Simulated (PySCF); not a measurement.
Compound: PH₃.
Atom-mapped SMILES: `[PH3:1]` (hydrogens: H2, H3, H4 on P1)

Level: PBE0/pcSseg-1 in PySCF, non-relativistic, on one gas-phase GFN2-xTB geometry that isn't relaxed in the solvent. The solvent is an IEF-PCM continuum (Bondi radii, 1.10 Å for H, scaled by 1.2). The model holds no explicit solvent molecules, cavitation or dispersion.

Gas phase at PBE0/pcSseg-1: HOMO -7.86 eV, LUMO 1.13 eV, dipole 1.03 D.

Task: What does the continuum do to the energy, the frontier levels and the dipole at PBE0/pcSseg-1 in cyclohexane, benzene, chloroform, tetrahydrofuran, dichloromethane, acetone, methanol, acetonitrile, dimethylsulfoxide and water?

Result: 
```
          solvent      ε  E(solvent) − E(gas) (kcal/mol)  polarisation term (kcal/mol)  distortion of the solute (kcal/mol)  HOMO (eV)  LUMO (eV)  dipole (D)
      cyclohexane  2.017                           -0.54                         -0.57                                 0.03      -7.81       1.23        1.14
          benzene  2.271                           -0.62                         -0.66                                 0.04      -7.81       1.24        1.16
       chloroform  4.711                           -1.00                         -1.11                                 0.11      -7.80       1.29        1.24
  tetrahydrofuran  7.426                           -1.15                         -1.31                                 0.16      -7.80       1.30        1.28
  dichloromethane   8.93                           -1.20                         -1.37                                 0.17      -7.81       1.31        1.29
          acetone  20.49                           -1.34                         -1.56                                 0.22      -7.81       1.32        1.32
         methanol  32.61                           -1.39                         -1.61                                 0.22      -7.81       1.32        1.33
     acetonitrile  35.69                           -1.40                         -1.62                                 0.22      -7.81       1.33        1.33
dimethylsulfoxide  46.83                           -1.41                         -1.65                                 0.24      -7.81       1.33        1.34
            water  78.36                           -1.43                         -1.67                                 0.24      -7.81       1.33        1.34
```

The first energy column is the sum of the next two and covers electrostatics alone. From cyclohexane to water the lowering changes by a factor 2.64, Onsager's factor (ε − 1)/(2ε + 1) by 2.43 and ε itself by 38.9.

Task: Which radius a makes the point-dipole formula ΔE = −[(ε − 1)/(2ε + 1)]·μ²/a³ give the value in water, with the gas-phase dipole?

Result: μ = 0.406 au and |ΔE| = 0.00228 Eh give a = 1.74 Å; the farthest nucleus lies 1.17 Å from the centroid of the nuclei. The formula assumes a rigid point dipole at the centre of a sphere.
